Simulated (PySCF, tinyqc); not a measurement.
RHF in the sto-6g basis, for HF, spin multiplicity 1, step by step. The lowest restricted solution is unstable here: a spin-polarised one lies 0.1332 hartree lower (PySCF). Computed by tinyqc, a small Python program that keeps every step (integrals from PySCF). Settings: charge = 0, multiplicity = 1, basis = sto-6g, energy threshold = 1e-10, iteration cap = 56, orthogonalisation = symmetric, start = highest core orbitals, DIIS depth = 0, method = RHF. Command: `OMP_NUM_THREADS=1 python tinyqc.py 24061 24062 out.jsonl` (the two numbers bound the seeds that draw the settings). One thread of a shared host (Intel(R) Xeon(R) Processor @ 2.60GHz), about 0.09 s of CPU time with the checks. Later iterations appear only in the table of the cycle.

## One-electron integrals

Geometry (angstrom):
```
atom       x       y       z
F     0.0000  0.0000  0.0000
H     0.0000  0.0000  1.7450
```

Basis sto-6g: exponents (1/bohr^2) and contraction coefficients of normalised primitives:
```
element  l (shell)   exponent  coefficient
F            s (1)  1728.6266       0.0092
F            s (1)   316.9418       0.0494
F            s (1)    88.6689       0.1685
F            s (1)    30.4602       0.3706
F            s (1)    11.8286       0.4165
F            s (1)     4.8717       0.1303
F            s (2)    67.0323      -0.0133
F            s (2)    13.2674      -0.0470
F            s (2)     4.1235      -0.0338
F            s (2)     1.5865       0.2502
F            s (2)     0.6890       0.5951
F            s (2)     0.3158       0.2407
F            p (3)    67.0323       0.0038
F            p (3)    13.2674       0.0377
F            p (3)     4.1235       0.1739
F            p (3)     1.5865       0.4180
F            p (3)     0.6890       0.4259
F            p (3)     0.3158       0.1017
H            s (1)    35.5232       0.0092
H            s (1)     6.5131       0.0494
H            s (1)     1.8221       0.1685
H            s (1)     0.6260       0.3706
H            s (1)     0.2431       0.4165
H            s (1)     0.1001       0.1303
```

Overlap, kinetic and nuclear-attraction integrals over the contracted functions; the nuclear repulsion is the sum of Za Zb / Rab.

nuclear repulsion = 2.729281 hartree

overlap S, order 1F 1s, 1F 2s, 1F 2px, 1F 2py, 1F 2pz, 2H 1s:
$$\begin{pmatrix}
1.0000 & 0.2325 & 0.0000 & 0.0000 & 0.0000 & 0.0074 \\
0.2325 & 1.0000 & 0.0000 & 0.0000 & 0.0000 & 0.1039 \\
0.0000 & 0.0000 & 1.0000 & 0.0000 & 0.0000 & 0.0000 \\
0.0000 & 0.0000 & 0.0000 & 1.0000 & 0.0000 & 0.0000 \\
0.0000 & 0.0000 & 0.0000 & 0.0000 & 1.0000 & 0.0986 \\
0.0074 & 0.1039 & 0.0000 & 0.0000 & 0.0986 & 1.0000
\end{pmatrix}$$

kinetic energy T (hartree), order 1F 1s, 1F 2s, 1F 2px, 1F 2py, 1F 2pz, 2H 1s:
$$\begin{pmatrix}
37.3977 & -1.1433 & 0.0000 & 0.0000 & 0.0000 & -0.0028 \\
-1.1433 & 1.0823 & 0.0000 & 0.0000 & 0.0000 & -0.0190 \\
0.0000 & 0.0000 & 3.2513 & 0.0000 & 0.0000 & 0.0000 \\
0.0000 & 0.0000 & 0.0000 & 3.2513 & 0.0000 & 0.0000 \\
0.0000 & 0.0000 & 0.0000 & 0.0000 & 3.2513 & -0.0021 \\
-0.0028 & -0.0190 & 0.0000 & 0.0000 & -0.0021 & 0.7685
\end{pmatrix}$$

nuclear attraction V (hartree), order 1F 1s, 1F 2s, 1F 2px, 1F 2py, 1F 2pz, 2H 1s:
$$\begin{pmatrix}
-78.1257 & -7.9362 & 0.0000 & 0.0000 & -0.0044 & -0.2889 \\
-7.9362 & -11.7787 & 0.0000 & 0.0000 & -0.0520 & -0.7801 \\
0.0000 & 0.0000 & -11.7717 & 0.0000 & 0.0000 & 0.0000 \\
0.0000 & 0.0000 & 0.0000 & -11.7717 & 0.0000 & 0.0000 \\
-0.0044 & -0.0520 & 0.0000 & 0.0000 & -11.7910 & -0.6214 \\
-0.2889 & -0.7801 & 0.0000 & 0.0000 & -0.6214 & -3.9649
\end{pmatrix}$$

core Hamiltonian H = T + V (hartree), order 1F 1s, 1F 2s, 1F 2px, 1F 2py, 1F 2pz, 2H 1s:
$$\begin{pmatrix}
-40.7280 & -9.0796 & 0.0000 & 0.0000 & -0.0044 & -0.2916 \\
-9.0796 & -10.6964 & 0.0000 & 0.0000 & -0.0520 & -0.7991 \\
0.0000 & 0.0000 & -8.5204 & 0.0000 & 0.0000 & 0.0000 \\
0.0000 & 0.0000 & 0.0000 & -8.5204 & 0.0000 & 0.0000 \\
-0.0044 & -0.0520 & 0.0000 & 0.0000 & -8.5397 & -0.6235 \\
-0.2916 & -0.7991 & 0.0000 & 0.0000 & -0.6235 & -3.1964
\end{pmatrix}$$

## Two-electron integrals

Functions are numbered as in S; the eight-fold symmetry (ij|kl) = (ji|kl) = (kl|ij) leaves the list below.

Two-electron integrals (ij|kl) in chemists' order, unique and non-zero (hartree):
```
(11|11) 5.4062     (21|11) 0.7681     (21|21) 0.1389     (22|11) 1.2663
(22|21) 0.2840     (22|22) 0.9264     (31|31) 0.0295     (32|31) 0.0447
(32|32) 0.2048     (33|11) 1.2663     (33|21) 0.2840     (33|22) 0.9264
(33|33) 0.9981     (41|41) 0.0295     (42|41) 0.0447     (42|42) 0.2048
(43|43) 0.0538     (44|11) 1.2663     (44|21) 0.2840     (44|22) 0.9264
(44|33) 0.8905     (44|44) 0.9981     (51|51) 0.0295     (52|51) 0.0447
(52|52) 0.2048     (53|53) 0.0538     (54|54) 0.0538     (55|11) 1.2663
(55|21) 0.2840     (55|22) 0.9264     (55|33) 0.8905     (55|44) 0.8905
(55|55) 0.9981     (61|11) 0.0260     (61|21) 0.0045     (61|22) 0.0091
(61|33) 0.0090     (61|44) 0.0090     (61|51) 1.97e-04   (61|52) 3.89e-04
(61|55) 0.0091     (61|61) 1.49e-04   (62|11) 0.0809     (62|21) 0.0185
(62|22) 0.0692     (62|33) 0.0683     (62|44) 0.0683     (62|51) 0.0013
(62|52) 0.0109     (62|55) 0.0712     (62|61) 0.0006     (62|62) 0.0071
(63|31) 0.0018     (63|32) 0.0112     (63|53) 0.0022     (63|63) 0.0009
(64|41) 0.0018     (64|42) 0.0112     (64|54) 0.0022     (64|64) 0.0009
(65|11) 0.0624     (65|21) 0.0144     (65|22) 0.0576     (65|33) 0.0555
(65|44) 0.0555     (65|51) 0.0027     (65|52) 0.0190     (65|55) 0.0619
(65|61) 4.86e-04   (65|62) 0.0072     (65|65) 0.0082     (66|11) 0.3028
(66|21) 0.0704     (66|22) 0.3021     (66|33) 0.2962     (66|44) 0.2962
(66|51) 0.0043     (66|52) 0.0507     (66|55) 0.3140     (66|61) 0.0023
(66|62) 0.0449     (66|65) 0.0523     (66|66) 0.7750
```

## Orthogonalisation

S = U s U^T; symmetric (Loewdin) form X = U s^(-1/2) U^T, so that X^T S X = 1.

eigenvalues of S: [0.7447, 0.9081, 1.0000, 1.0000, 1.0858, 1.2614]

X, order 1F 1s, 1F 2s, 1F 2px, 1F 2py, 1F 2pz, 2H 1s:
$$\begin{pmatrix}
1.0212 & -0.1209 & 0.0000 & 0.0000 & -0.0005 & 0.0057 \\
-0.1209 & 1.0254 & 0.0000 & 0.0000 & 0.0040 & -0.0538 \\
0.0000 & 0.0000 & 1.0000 & 0.0000 & 0.0000 & 0.0000 \\
0.0000 & 0.0000 & 0.0000 & 1.0000 & 0.0000 & 0.0000 \\
-0.0005 & 0.0040 & 0.0000 & 0.0000 & 1.0037 & -0.0500 \\
0.0057 & -0.0538 & 0.0000 & 0.0000 & -0.0500 & 1.0079
\end{pmatrix}$$

## Starting guess

The start is the highest orbitals of the core Hamiltonian (a deliberately bad start); D = 2 C_occ C_occ^T.

D at the start, order 1F 1s, 1F 2s, 1F 2px, 1F 2py, 1F 2pz, 2H 1s:
$$\begin{pmatrix}
0.1030 & -0.4691 & 0.0000 & 0.0000 & -0.0036 & 0.0343 \\
-0.4691 & 2.1378 & 0.0000 & 0.0000 & 0.0218 & -0.2207 \\
0.0000 & 0.0000 & 2.0000 & 0.0000 & 0.0000 & 0.0000 \\
0.0000 & 0.0000 & 0.0000 & 2.0000 & 0.0000 & 0.0000 \\
-0.0036 & 0.0218 & 0.0000 & 0.0000 & 2.0199 & -0.2015 \\
0.0343 & -0.2207 & 0.0000 & 0.0000 & -0.2015 & 2.0425
\end{pmatrix}$$

## Iteration 1: building the Fock matrix

J_ij = sum D_kl (ij|kl), K_ij = sum D_kl (ik|jl); F = H + J - 0.5 K; E = tr D H + tr D J / 2 - 0.25 tr D K + E_nn.

Coulomb J (hartree), order 1F 1s, 1F 2s, 1F 2px, 1F 2py, 1F 2pz, 2H 1s:
$$\begin{pmatrix}
10.7256 & 2.3956 & 0.0000 & 0.0000 & 0.0089 & 0.0765 \\
2.3956 & 7.9849 & 0.0000 & 0.0000 & 0.0996 & 0.6420 \\
0.0000 & 0.0000 & 7.9734 & 0.0000 & 0.0000 & 0.0000 \\
0.0000 & 0.0000 & 0.0000 & 7.9734 & 0.0000 & 0.0000 \\
0.0089 & 0.0996 & 0.0000 & 0.0000 & 8.0080 & 0.5641 \\
0.0765 & 0.6420 & 0.0000 & 0.0000 & 0.5641 & 3.9744
\end{pmatrix}$$

exchange K (hartree), order 1F 1s, 1F 2s, 1F 2px, 1F 2py, 1F 2pz, 2H 1s:
$$\begin{pmatrix}
0.3106 & 0.2938 & 0.0000 & 0.0000 & 0.0000 & 0.0134 \\
0.2938 & 2.9417 & 0.0000 & 0.0000 & 0.0055 & 0.2346 \\
0.0000 & 0.0000 & 2.6074 & 0.0000 & 0.0000 & 0.0000 \\
0.0000 & 0.0000 & 0.0000 & 2.6074 & 0.0000 & 0.0000 \\
0.0000 & 0.0055 & 0.0000 & 0.0000 & 2.6135 & 0.1874 \\
0.0134 & 0.2346 & 0.0000 & 0.0000 & 0.1874 & 1.5774
\end{pmatrix}$$

Fock matrix F (hartree), order 1F 1s, 1F 2s, 1F 2px, 1F 2py, 1F 2pz, 2H 1s:
$$\begin{pmatrix}
-30.1577 & -6.8309 & 0.0000 & 0.0000 & 0.0046 & -0.2218 \\
-6.8309 & -4.1823 & 0.0000 & 0.0000 & 0.0449 & -0.2744 \\
0.0000 & 0.0000 & -1.8507 & 0.0000 & 0.0000 & 0.0000 \\
0.0000 & 0.0000 & 0.0000 & -1.8507 & 0.0000 & 0.0000 \\
0.0046 & 0.0449 & 0.0000 & 0.0000 & -1.8385 & -0.1531 \\
-0.2218 & -0.2744 & 0.0000 & 0.0000 & -0.1531 & -0.0108
\end{pmatrix}$$

total energy of this density = -43.486021 hartree

## Iteration 1: diagonalisation and new density

Diagonalise F' = X^T F X, C = X C', fill 5 alpha and 5 beta electrons from the bottom; D = 2 C_occ C_occ^T. Each column has its largest component positive (the first on a tie).

F' = X^T F X (hartree):
$$\begin{pmatrix}
-29.8255 & -3.0026 & 0.0000 & 0.0000 & -0.0020 & -0.0169 \\
-3.0026 & -3.1172 & 0.0000 & 0.0000 & 0.0471 & -0.0923 \\
0.0000 & 0.0000 & -1.8507 & 0.0000 & 0.0000 & 0.0000 \\
0.0000 & 0.0000 & 0.0000 & -1.8507 & 0.0000 & 0.0000 \\
-0.0020 & 0.0471 & 0.0000 & 0.0000 & -1.8364 & -0.0660 \\
-0.0169 & -0.0923 & 0.0000 & 0.0000 & -0.0660 & 0.0184
\end{pmatrix}$$

orbital energies (hartree): MO1 -30.1590, MO2 -2.7888, MO3 -1.8507, MO4 -1.8507, MO5 -1.8367, MO6 0.0238

coefficients C, order 1F 1s, 1F 2s, 1F 2px, 1F 2py, 1F 2pz, 2H 1s:
$$\begin{pmatrix}
1.0016 & -0.2323 & 0.0000 & 0.0000 & -0.0109 & 0.0124 \\
-0.0070 & 1.0290 & 0.0000 & 0.0000 & 0.0494 & -0.0875 \\
0.0000 & 0.0000 & 0.9993 & 0.0373 & 0.0000 & 0.0000 \\
0.0000 & 0.0000 & -0.0373 & 0.9993 & 0.0000 & 0.0000 \\
-0.0002 & -0.0448 & 0.0000 & 0.0000 & 1.0002 & -0.0864 \\
0.0006 & -0.0206 & 0.0000 & 0.0000 & -0.0143 & 1.0103
\end{pmatrix}$$

D after iteration 1, order 1F 1s, 1F 2s, 1F 2px, 1F 2py, 1F 2pz, 2H 1s:
$$\begin{pmatrix}
2.1146 & -0.4933 & 0.0000 & 0.0000 & -0.0014 & 0.0111 \\
-0.4933 & 2.1228 & 0.0000 & 0.0000 & 0.0066 & -0.0438 \\
0.0000 & 0.0000 & 2.0000 & 0.0000 & 0.0000 & 0.0000 \\
0.0000 & 0.0000 & 0.0000 & 2.0000 & 0.0000 & 0.0000 \\
-0.0014 & 0.0066 & 0.0000 & 0.0000 & 2.0049 & -0.0268 \\
0.0111 & -0.0438 & 0.0000 & 0.0000 & -0.0268 & 0.0013
\end{pmatrix}$$

Within a degenerate level the vectors are fixed only up to a rotation; this is one choice.

## Iteration 2: building the Fock matrix

As before.

Coulomb J (hartree), order 1F 1s, 1F 2s, 1F 2px, 1F 2py, 1F 2pz, 2H 1s:
$$\begin{pmatrix}
20.9567 & 3.7932 & 0.0000 & 0.0000 & 0.0003 & 0.1240 \\
3.7932 & 9.9182 & 0.0000 & 0.0000 & 0.0007 & 0.7148 \\
0.0000 & 0.0000 & 9.9182 & 0.0000 & 0.0000 & 0.0000 \\
0.0000 & 0.0000 & 0.0000 & 9.9182 & 0.0000 & 0.0000 \\
0.0003 & 0.0007 & 0.0000 & 0.0000 & 9.9181 & 0.5851 \\
0.1240 & 0.7148 & 0.0000 & 0.0000 & 0.5851 & 3.0214
\end{pmatrix}$$

exchange K (hartree), order 1F 1s, 1F 2s, 1F 2px, 1F 2py, 1F 2pz, 2H 1s:
$$\begin{pmatrix}
11.1462 & 1.8020 & 0.0000 & 0.0000 & 0.0001 & 0.0649 \\
1.8020 & 3.2034 & 0.0000 & 0.0000 & 0.0018 & 0.2122 \\
0.0000 & 0.0000 & 2.6634 & 0.0000 & 0.0000 & 0.0000 \\
0.0000 & 0.0000 & 0.0000 & 2.6634 & 0.0000 & 0.0000 \\
0.0001 & 0.0018 & 0.0000 & 0.0000 & 2.6642 & 0.1449 \\
0.0649 & 0.2122 & 0.0000 & 0.0000 & 0.1449 & 0.0293
\end{pmatrix}$$

Fock matrix F (hartree), order 1F 1s, 1F 2s, 1F 2px, 1F 2py, 1F 2pz, 2H 1s:
$$\begin{pmatrix}
-25.3444 & -6.1874 & 0.0000 & 0.0000 & -0.0042 & -0.2001 \\
-6.1874 & -2.3799 & 0.0000 & 0.0000 & -0.0523 & -0.1904 \\
0.0000 & 0.0000 & 0.0661 & 0.0000 & 0.0000 & 0.0000 \\
0.0000 & 0.0000 & 0.0000 & 0.0661 & 0.0000 & 0.0000 \\
-0.0042 & -0.0523 & 0.0000 & 0.0000 & 0.0463 & -0.1108 \\
-0.2001 & -0.1904 & 0.0000 & 0.0000 & -0.1108 & -0.1897
\end{pmatrix}$$

total energy of this density = -98.845820 hartree

## Iteration 2: diagonalisation and new density

As before.

F' = X^T F X (hartree):
$$\begin{pmatrix}
-24.9386 & -3.1370 & 0.0000 & 0.0000 & -0.0011 & -0.0021 \\
-3.1370 & -1.3214 & 0.0000 & 0.0000 & -0.0442 & -0.0883 \\
0.0000 & 0.0000 & 0.0661 & 0.0000 & 0.0000 & 0.0000 \\
0.0000 & 0.0000 & 0.0000 & 0.0661 & 0.0000 & 0.0000 \\
-0.0011 & -0.0442 & 0.0000 & 0.0000 & 0.0570 & -0.1032 \\
-0.0021 & -0.0883 & 0.0000 & 0.0000 & -0.1032 & -0.1672
\end{pmatrix}$$

orbital energies (hartree): MO1 -25.3482, MO2 -0.9251, MO3 -0.1943, MO4 0.0661, MO5 0.0661, MO6 0.0973

coefficients C, order 1F 1s, 1F 2s, 1F 2px, 1F 2py, 1F 2pz, 2H 1s:
$$\begin{pmatrix}
0.9969 & -0.2492 & 0.0383 & 0.0000 & 0.0000 & -0.0003 \\
0.0129 & 1.0168 & -0.1868 & 0.0000 & 0.0000 & 0.0137 \\
0.0000 & 0.0000 & 0.0000 & 0.9996 & -0.0288 & 0.0000 \\
0.0000 & 0.0000 & 0.0000 & 0.0288 & 0.9996 & 0.0000 \\
0.0003 & 0.0550 & 0.3110 & 0.0000 & 0.0000 & 0.9540 \\
-0.0008 & 0.0663 & 0.9214 & 0.0000 & 0.0000 & -0.4097
\end{pmatrix}$$

D after iteration 2, order 1F 1s, 1F 2s, 1F 2px, 1F 2py, 1F 2pz, 2H 1s:
$$\begin{pmatrix}
2.1149 & -0.4954 & 0.0000 & 0.0000 & -0.0030 & 0.0359 \\
-0.4954 & 2.1377 & 0.0000 & 0.0000 & -0.0044 & -0.2094 \\
0.0000 & 0.0000 & 2.0000 & 0.0000 & 0.0000 & 0.0000 \\
0.0000 & 0.0000 & 0.0000 & 2.0000 & 0.0000 & 0.0000 \\
-0.0030 & -0.0044 & 0.0000 & 0.0000 & 0.1995 & 0.5804 \\
0.0359 & -0.2094 & 0.0000 & 0.0000 & 0.5804 & 1.7068
\end{pmatrix}$$

Within a degenerate level the vectors are fixed only up to a rotation; this is one choice.

## Iteration 3: building the Fock matrix

As before.

Coulomb J (hartree), order 1F 1s, 1F 2s, 1F 2px, 1F 2py, 1F 2pz, 2H 1s:
$$\begin{pmatrix}
19.2545 & 3.4160 & 0.0000 & 0.0000 & 0.0094 & 0.1120 \\
3.4160 & 8.8214 & 0.0000 & 0.0000 & 0.1020 & 0.6700 \\
0.0000 & 0.0000 & 8.8738 & 0.0000 & 0.0000 & 0.0000 \\
0.0000 & 0.0000 & 0.0000 & 8.8738 & 0.0000 & 0.0000 \\
0.0094 & 0.1020 & 0.0000 & 0.0000 & 8.7166 & 0.5706 \\
0.1120 & 0.6700 & 0.0000 & 0.0000 & 0.5706 & 3.8283
\end{pmatrix}$$

exchange K (hartree), order 1F 1s, 1F 2s, 1F 2px, 1F 2py, 1F 2pz, 2H 1s:
$$\begin{pmatrix}
11.0937 & 1.7224 & 0.0000 & 0.0000 & 0.0014 & 0.0625 \\
1.7224 & 2.8496 & 0.0000 & 0.0000 & 0.0449 & 0.2403 \\
0.0000 & 0.0000 & 2.5698 & 0.0000 & 0.0000 & 0.0000 \\
0.0000 & 0.0000 & 0.0000 & 2.5698 & 0.0000 & 0.0000 \\
0.0014 & 0.0449 & 0.0000 & 0.0000 & 0.9480 & 0.3078 \\
0.0625 & 0.2403 & 0.0000 & 0.0000 & 0.3078 & 1.3851
\end{pmatrix}$$

Fock matrix F (hartree), order 1F 1s, 1F 2s, 1F 2px, 1F 2py, 1F 2pz, 2H 1s:
$$\begin{pmatrix}
-27.0204 & -6.5247 & 0.0000 & 0.0000 & 0.0043 & -0.2109 \\
-6.5247 & -3.2998 & 0.0000 & 0.0000 & 0.0274 & -0.2492 \\
0.0000 & 0.0000 & -0.9315 & 0.0000 & 0.0000 & 0.0000 \\
0.0000 & 0.0000 & 0.0000 & -0.9315 & 0.0000 & 0.0000 \\
0.0043 & 0.0274 & 0.0000 & 0.0000 & -0.2971 & -0.2067 \\
-0.2109 & -0.2492 & 0.0000 & 0.0000 & -0.2067 & -0.0607
\end{pmatrix}$$

total energy of this density = -98.985888 hartree

## Iteration 3: diagonalisation and new density

As before.

F' = X^T F X (hartree):
$$\begin{pmatrix}
-26.6165 & -3.1745 & 0.0000 & 0.0000 & -0.0024 & -0.0021 \\
-3.1745 & -2.2222 & 0.0000 & 0.0000 & 0.0404 & -0.1118 \\
0.0000 & 0.0000 & -0.9315 & 0.0000 & 0.0000 & 0.0000 \\
0.0000 & 0.0000 & 0.0000 & -0.9315 & 0.0000 & 0.0000 \\
-0.0024 & 0.0404 & 0.0000 & 0.0000 & -0.2784 & -0.1942 \\
-0.0021 & -0.1118 & 0.0000 & 0.0000 & -0.1942 & -0.0232
\end{pmatrix}$$

orbital energies (hartree): MO1 -27.0229, MO2 -1.8232, MO3 -0.9315, MO4 -0.9315, MO5 -0.3830, MO6 0.0887

coefficients C, order 1F 1s, 1F 2s, 1F 2px, 1F 2py, 1F 2pz, 2H 1s:
$$\begin{pmatrix}
0.9976 & -0.2488 & 0.0000 & 0.0000 & 0.0049 & 0.0199 \\
0.0103 & 1.0272 & 0.0000 & 0.0000 & -0.0339 & -0.1123 \\
0.0000 & 0.0000 & 0.9883 & 0.1527 & 0.0000 & 0.0000 \\
0.0000 & 0.0000 & -0.1527 & 0.9883 & 0.0000 & 0.0000 \\
-0.0001 & -0.0177 & 0.0000 & 0.0000 & 0.8610 & -0.5179 \\
-0.0006 & 0.0067 & 0.0000 & 0.0000 & 0.4325 & 0.9133
\end{pmatrix}$$

D after iteration 3, order 1F 1s, 1F 2s, 1F 2px, 1F 2py, 1F 2pz, 2H 1s:
$$\begin{pmatrix}
2.1141 & -0.4910 & 0.0000 & 0.0000 & 0.0171 & -0.0002 \\
-0.4910 & 2.1129 & 0.0000 & 0.0000 & -0.0946 & -0.0155 \\
0.0000 & 0.0000 & 2.0000 & 0.0000 & 0.0000 & 0.0000 \\
0.0000 & 0.0000 & 0.0000 & 2.0000 & 0.0000 & 0.0000 \\
0.0171 & -0.0946 & 0.0000 & 0.0000 & 1.4834 & 0.7446 \\
-0.0002 & -0.0155 & 0.0000 & 0.0000 & 0.7446 & 0.3743
\end{pmatrix}$$

Within a degenerate level the vectors are fixed only up to a rotation; this is one choice.

## Iteration 23 (converged): orbitals

converged F (hartree), order 1F 1s, 1F 2s, 1F 2px, 1F 2py, 1F 2pz, 2H 1s:
$$\begin{pmatrix}
-26.2632 & -6.3719 & 0.0000 & 0.0000 & -0.0068 & -0.2070 \\
-6.3719 & -2.8765 & 0.0000 & 0.0000 & 0.0019 & -0.2460 \\
0.0000 & 0.0000 & -0.4727 & 0.0000 & 0.0000 & 0.0000 \\
0.0000 & 0.0000 & 0.0000 & -0.4727 & 0.0000 & 0.0000 \\
-0.0068 & 0.0019 & 0.0000 & 0.0000 & -0.1514 & -0.2555 \\
-0.2070 & -0.2460 & 0.0000 & 0.0000 & -0.2555 & -0.1455
\end{pmatrix}$$

As before.

F' = X^T F X (hartree):
$$\begin{pmatrix}
-25.8585 & -3.1583 & 0.0000 & 0.0000 & -0.0112 & 0.0001 \\
-3.1583 & -1.8046 & 0.0000 & 0.0000 & 0.0200 & -0.1254 \\
0.0000 & 0.0000 & -0.4727 & 0.0000 & 0.0000 & 0.0000 \\
0.0000 & 0.0000 & 0.0000 & -0.4727 & 0.0000 & 0.0000 \\
-0.0112 & 0.0200 & 0.0000 & 0.0000 & -0.1272 & -0.2454 \\
0.0001 & -0.1254 & 0.0000 & 0.0000 & -0.2454 & -0.1034
\end{pmatrix}$$

orbital energies (hartree): MO1 -26.2663, MO2 -1.4087, MO3 -0.4727, MO4 -0.4727, MO5 -0.3564, MO6 0.1376

coefficients C, order 1F 1s, 1F 2s, 1F 2px, 1F 2py, 1F 2pz, 2H 1s:
$$\begin{pmatrix}
0.9973 & -0.2490 & 0.0000 & 0.0000 & 0.0194 & 0.0214 \\
0.0114 & 1.0227 & 0.0000 & 0.0000 & -0.1018 & -0.1128 \\
0.0000 & 0.0000 & 0.9904 & -0.1379 & 0.0000 & 0.0000 \\
0.0000 & 0.0000 & 0.1379 & 0.9904 & 0.0000 & 0.0000 \\
0.0003 & 0.0010 & 0.0000 & 0.0000 & 0.7007 & -0.7203 \\
-0.0007 & 0.0420 & 0.0000 & 0.0000 & 0.6502 & 0.7725
\end{pmatrix}$$

D after iteration 23, order 1F 1s, 1F 2s, 1F 2px, 1F 2py, 1F 2pz, 2H 1s:
$$\begin{pmatrix}
2.1140 & -0.4906 & 0.0000 & 0.0000 & 0.0273 & 0.0030 \\
-0.4906 & 2.1127 & 0.0000 & 0.0000 & -0.1407 & -0.0465 \\
0.0000 & 0.0000 & 2.0000 & 0.0000 & 0.0000 & 0.0000 \\
0.0000 & 0.0000 & 0.0000 & 2.0000 & 0.0000 & 0.0000 \\
0.0273 & -0.1407 & 0.0000 & 0.0000 & 0.9821 & 0.9114 \\
0.0030 & -0.0465 & 0.0000 & 0.0000 & 0.9114 & 0.8492
\end{pmatrix}$$

Within a degenerate level the vectors are fixed only up to a rotation; this is one choice.

## Convergence

Stop when the energy changes by less than 1e-10 hartree and every element of the error matrix X^T (F D S - S D F) X is below 3e-06.

Course of the cycle:
```
iteration  E (hartree)     change  largest element of the error matrix
1           -43.486021          -                             3.24e-01
2           -98.845820  -5.54e+01                             2.19e-01
3           -98.985888  -1.40e-01                             4.57e-01
4           -99.165247  -1.79e-01                             3.23e-01
5           -99.226744  -6.15e-02                             2.10e-01
6           -99.248708  -2.20e-02                             1.13e-01
7           -99.254894  -6.19e-03                             6.17e-02
8           -99.256712  -1.82e-03                             3.27e-02
9           -99.257222  -5.09e-04                             1.75e-02
10          -99.257367  -1.45e-04                             9.28e-03
11          -99.257408  -4.09e-05                             4.94e-03
12          -99.257419  -1.16e-05                             2.63e-03
13          -99.257423  -3.28e-06                             1.40e-03
14          -99.257424  -9.28e-07                             7.43e-04
15          -99.257424  -2.62e-07                             3.95e-04
16          -99.257424  -7.42e-08                             2.10e-04
17          -99.257424  -2.10e-08                             1.12e-04
18          -99.257424  -5.93e-09                             5.94e-05
19          -99.257424  -1.68e-09                             3.16e-05
20          -99.257424  -4.75e-10                             1.68e-05
21          -99.257424  -1.34e-10                             8.94e-06
22          -99.257424  -3.80e-11                             4.75e-06
23          -99.257424  -1.08e-11                             2.53e-06
```

PySCF RHF in the same basis = -99.257424 hartree

Converged in 23 iterations.

## Populations, bond orders and dipole

Mulliken: Z minus the diagonal of D S on the atom; Loewdin: the same with S^(1/2) D S^(1/2); Mayer order: 2 sum_s sum (D(s) S)_ij (D(s) S)_ji over the two atoms.

Charges (e):
```
atom  Mulliken  Loewdin
1F     -0.0657  -0.0628
2H      0.0657   0.0628
```

Mayer bond orders:
```
pair   order
2-1   0.9957
```

dipole moment about the origin, x y z (debye): [0.0000, 0.0000, 0.8897]
